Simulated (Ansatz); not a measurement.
Input for Ansatz (development build ahead of 0.2.0):

```yaml
crystal:
  periodic: [false, false, false]
  atoms:
    - { symbol: C, position_ang: [0.8718, 0.0, 0.0] }
    - { symbol: C, position_ang: [-0.4359, 0.755, 0.0] }
    - { symbol: C, position_ang: [-0.4359, -0.755, 0.0] }
    - { symbol: H, position_ang: [1.51248, 0.0, 0.88183] }
    - { symbol: H, position_ang: [1.51248, 0.0, -0.88183] }
    - { symbol: H, position_ang: [-0.75624, 1.30985, -0.88183] }
    - { symbol: H, position_ang: [-0.75624, 1.30985, 0.88183] }
    - { symbol: H, position_ang: [-0.75624, -1.30985, 0.88183] }
    - { symbol: H, position_ang: [-0.75624, -1.30985, -0.88183] }
basis:
  gaussian: { orbitals: def2-SVP }
hamiltonian:
  xc: hf
correlation:
  method: mp2
  frozen_orbitals: { C: 1, H: 0 }
```

The input is written out in the form of the current development build from the run's settings.

Results

```
Converged                       : yes
Reference energy                : -116.97361 hartree
Correlation energy              : -0.42366 hartree
Total energy                    : -117.39727 hartree
Spin squared of the determinant : 0.000
```
